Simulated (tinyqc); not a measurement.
Ways to converge the cycle: SCF convergence aids in the sto-3g basis, for HF, spin multiplicity 1. Computed by the program tinyqc with PySCF. RHF with one setting changed at a time; a run stops when the energy changes by less than 1e-09 hartree and the error matrix is below 1e-5. The start is the core Hamiltonian. Damping d keeps d of the old density; a shift (hartree) raises the virtual levels; DIIS n extrapolates F over n matrices.

Geometry (angstrom):
```
atom,x,y,z
F,0.0000,0.0000,0.0000
H,0.0000,0.0000,0.9120
```

lowest restricted solution found by these runs and by PySCF = -98.570181 hartree

Largest element of the error matrix X^T (FDS - SDF) X:
```
iteration,plain,damping 0.3,damping 0.6,shift 0.4,DIIS 3,DIIS 8
1,7.7e-01,7.7e-01,7.7e-01,7.7e-01,7.7e-01,7.7e-01
2,1.7e-01,3.9e-01,5.8e-01,4.7e-01,1.7e-01,1.7e-01
3,1.5e-02,1.6e-01,4.1e-01,1.6e-01,9.7e-03,9.7e-03
4,2.2e-03,6.1e-02,2.7e-01,5.2e-02,3.8e-04,3.8e-04
5,3.9e-04,2.3e-02,1.8e-01,1.6e-02,1.4e-05,1.6e-05
6,8.1e-05,8.3e-03,1.2e-01,5.3e-03,1.3e-07,8.6e-08
8,3.9e-06,1.2e-03,5.0e-02,5.9e-04,-,-
10,-,2.0e-04,2.1e-02,7.2e-05,-,-
14,-,6.6e-06,3.5e-03,-,-,-
20,-,-,2.4e-04,-,-,-
30,-,-,4.3e-06,-,-,-
```

How each run ends:
```
run,iterations,E (hartree),state
plain,8,-98.57018,lowest found
damping 0.3,19,-98.57018,lowest found
damping 0.6,41,-98.57018,lowest found
shift 0.4,13,-98.57018,lowest found
DIIS 3,6,-98.57018,lowest found
DIIS 8,6,-98.57018,lowest found
```

What does the comparison show, and why?

6 of 6 runs reach the lowest restricted solution found, in 6 to 41 iterations (fastest: DIIS 3, DIIS 8). Plain steps already contract here, so damping only slows them. DIIS 3 and DIIS 8 gain by cancelling the error over several earlier matrices, much as a quasi-Newton step does.
